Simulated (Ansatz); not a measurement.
# SiH3−: basis-set convergence

How large a basis does SiH3− need? Two functionals are run in growing sets.

Computed with Ansatz 0.2.0, Gaussian basis. Level: one geometry, several basis sets.

Plan: PBE0-D4/def2-SVPD; ωB97M-V/def2-SVPD; PBE0-D4/def2-QZVPPD; ωB97M-V/def2-QZVPPD; the functionals' def2-TZVPPD values are taken from earlier runs.

## Step 1: Structure used throughout

All runs share one geometry, relaxed beforehand with PBE0-D4 in a triple-zeta def2 set.

SMILES `[SiH3-]`, 4 atoms, charge -1, spin multiplicity 1.

Atoms are counted from 1 here; the program's logs count them from 0.

Bond lengths: Si1–H2 1.546 Å, Si1–H3 1.546 Å, Si1–H4 1.546 Å. Angles: H2–Si1–H3 94.1°, H2–Si1–H4 94.1°, H3–Si1–H4 94.1°.

## Step 2: PBE0-D4 in def2-SVPD

The input, in.yaml:

```yaml
crystal:
  periodic: [false, false, false]
  atoms:
    - {symbol: Si, position_ang: [0.539696, -0.050711, -0.300930]}
    - {symbol: H, position_ang: [0.426553, 0.622252, 1.085937]}
    - {symbol: H, position_ang: [-0.298488, -1.283708, 0.106799]}
    - {symbol: H, position_ang: [-0.667761, 0.712167, -0.891816]}
basis:
  gaussian: {orbitals: def2-SVPD}
total_charge: -1
hamiltonian: {xc: pbe0, dispersion: d4}
output: {orbitals: {seedname: orbitals}}
```

Run with:

```
> ansatz run in.yaml --threads 2 --pin off --events-out ev --progress --plain --max-ram 32768MiB --backend cpu
```

After this run come: ωB97M-V in def2-SVPD; PBE0-D4 in def2-QZVPPD; ωB97M-V in def2-QZVPPD.

Before running them: what should the planned runs give, taken together? Wanted: PBE0-D4: double and triple zeta above quadruple; ωB97M-V: double and triple zeta above quadruple.

The runs gave:

| quantity | value |
| --- | --- |
| PBE0-D4: double and triple zeta above quadruple | 3.14, 0.30 eV |
| ωB97M-V: double and triple zeta above quadruple | 3.20, 0.29 eV |

**Reading.** For PBE0-D4 the step from double to triple zeta gains 2.84 eV and the next only 0.30 eV. These are total energies; as a rule much of such shifts cancels in differences, which this series doesn't test. The LUMO of ωB97M-V is positive and keeps falling with the basis (6.12 to 4.68 eV): an unbound level that the basis holds in place.
